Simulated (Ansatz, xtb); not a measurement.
A geometry optimisation of CHBN with r2SCAN-D4/def2-SVP

The starting geometry of this gas-phase doublet was built from a drawn formula by distance geometry and a force field; its bonds are those of `[B]C=[N]`.

```xyz
4

C    -2.1122   -1.2199    0.6963
B    -1.9195   -0.0006   -0.2492
N    -2.9459   -1.1197    1.7207
H    -1.6389   -2.1635    0.5472
```

Predict what it relaxes into with r2SCAN-D4/def2-SVP.

It rearranges to `[B]1C=N1`. Contacts that close: B2–N3 (2.49 → 1.43 Å).

The energy falls by 2.32 eV over 11 steps:

```tsv
step	E − E(last) (eV)
1	2.318
2	2.143
3	2.021
4	1.878
5	1.634
7	0.178
8	0.011
9	0.001
10	0.000
11	0.000
```

Final geometry (Å):

```xyz
4

C    -1.9589   -1.3783    0.5588
B    -2.2287    0.0122    0.2250
N    -2.8176   -0.7198    1.3028
H    -1.6114   -2.4179    0.6284
```

From the same start GFN2-xTB reaches the same bonding as this run.

The end wasn't checked by frequencies. Open shells are spin-unrestricted. Run with Ansatz 0.2.0, 48 s on 1 thread of Intel(R) Xeon(R) Platinum 8175M CPU @ 2.50GHz (Skylake/Cascade Lake), on a shared host.
